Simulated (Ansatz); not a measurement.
# How far each method lies from full CI for SiH₃, doublet

Geometry: a point of a stretch scan, not a stationary point.

```yaml
atoms:
  - { symbol: Si, position_ang: [-0.0019, -0.0037, -0.0424] }
  - { symbol: H, position_ang: [1.4133, 0.0110, 0.4104] }
  - { symbol: H, position_ang: [-0.7231, 1.2164, 0.4043] }
  - { symbol: H, position_ang: [-0.6360, -1.1253, 0.3673] }
```

Basis cc-pVDZ; Ansatz 0.2.0. Only valence electrons are correlated (noble-gas cores frozen), which leaves 7 electrons in 28 orbitals. R marks a restricted (for open shells ROHF) determinant, U an unrestricted one. Active spaces: pair = (3e, 3o) about the gap; valence = (7e, 7o) chosen from the atoms' valence shells.

Full CI is exact within this basis and frozen core; it isn't the basis-set limit. The frozen core follows each run's orbitals, which can shift R against U totals by a few meV.

For open shells CISD is restricted-active-space CI with the open shells as a complete middle space.

```
UHF ⟨S²⟩                          : 0.754
T1 diagnostic (RCCSD)             : 0.0166
largest doubles amplitude (RCCSD) : 0.032
T1 diagnostic (UCCSD)             : 0.0118
```

| level | E − E(RHF) (eV) |
| --- | --- |
| UHF | -0.0401 |
| RMP2 | -2.6027 |
| UMP2 | -2.6088 |
| RCCSD | -3.3262 |
| UCCSD | -3.3270 |
| RCCSD(T) | -3.3837 |
| UCCSD(T) | -3.3840 |

**Question.** Estimate how far full CI in cc-pVDZ lies from RCCSD(T). The table doesn't fix it; the size of (T) and the diagnostics are the guide.

**Answer.** Full CI in cc-pVDZ lies 17 meV below RCCSD(T), which is 30 % of the (T) step (-58 meV). The diagnostics give no warning, yet the rest is a sizeable part of (T).

The other levels:

```csv
level,E − E(full CI) (meV),share of correlation (%),wall time
CISD,198,94.18,0.46 s
BCCD(T),17,99.50,0.73 s
RCCSDT,1,99.96,–
UCCSDT,1,99.96,–
RCCSDT(Q),0,99.99,3.9 s
UCCSDT(Q),0,100.00,3.6 s
RCCSDTQ,0,100.00,11 s (H100)
UCCSDTQ,0,100.01,9 s (H100)
CASSCF (pair space),3029,10.94,–
NEVPT2 (pair space),806,76.31,0.48 s
MRCISD (pair space),161,95.28,–
MRCISD+Q (pair space),-13,100.40,0.61 s
CASSCF (valence space),2281,32.94,–
NEVPT2 (valence space),735,78.38,1.1 s
MRCISD (valence space),103,96.98,–
MRCISD+Q (valence space),7,99.79,1.8 s
```

The correlation energy at full CI, counted from RHF, is -3.401 eV. That run took 5.5 s on 2 threads of AMD EPYC 7R13 with a shared H100 80 GB, shared host over 33,540,030 determinants.

Times hold each run's SCF and search for its determinant on a shared host, so for small cases they say little of a method's own cost; rows without a card ran on 1 thread of AMD EPYC 7R13.

Not variational, and here over 5 meV under the exact energy: MRCISD+Q (pair space).

The full-CI state has the irrep A' of Cs, in the program's axes.

Natural occupations of full CI about the gap: 1.964 1.953 1.950 0.989 0.027 0.024 0.021 0.011 0.010 0.009; effectively unpaired electrons, Σ n²(2−n)², 1.03.
